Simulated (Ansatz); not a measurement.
in.yaml

```yaml
crystal:
  periodic: [false, false, false]
  atoms:
    - {symbol: C, position_ang: [0.000627, -0.000495, 0.060743]}
    - {symbol: H, position_ang: [-0.000206, 0.666822, -0.900446]}
    - {symbol: H, position_ang: [0.047758, 0.042673, 1.089888]}
    - {symbol: H, position_ang: [-0.055019, -0.703600, -0.913256]}
basis:
  gaussian: {orbitals: cc-pVDZ}
total_charge: 1
magnetization: {spin_polarized: true, initial_magnetization: 2}
hamiltonian: {xc: {name: PBE}}
correlation: {method: rpa, electrons: outside_noble_gas}
```

```sh
$ ansatz run in.yaml --threads 1 --pin off --events-out ev --progress --plain --max-ram 2393MiB
```

The program prints:

```
260 factors; integrals over basis functions are off by at most 1.8e-3 eV
mean field evaluation 1: about -1064.2398 eV, gradient 2.8e1 eV
mean field evaluation 2: about -1064.2400 eV, gradient 2.8e1 eV
mean field evaluation 4: about -1068.8408 eV, gradient 8.3e-1 eV
mean field evaluation 8: about -1068.8459 eV, gradient 1.4e-2 eV
mean field -1068.84591226 eV, -39.2793627856 hartree, gradient 1.9e-6 eV, S^2 2.005985; 0 other end points of the search recorded, 0 dependent functions left out
1 core orbitals not correlated: weight in the atoms' cores, before any rotation towards them, 1.000 or more for the frozen orbitals, at most 0.000 for the correlated occupied ones
reference -1063.87166356 eV, -39.0965625178 hartree; 4, 2 occupied and 24, 26 virtual orbitals, 260 factors
Total energy: -1069.43330684 eV, -39.3009491383 hartree
```

Ran on 1 thread of Arm Neoverse V2, shared host: 0.39 s wall, 0.13 GiB peak host memory.
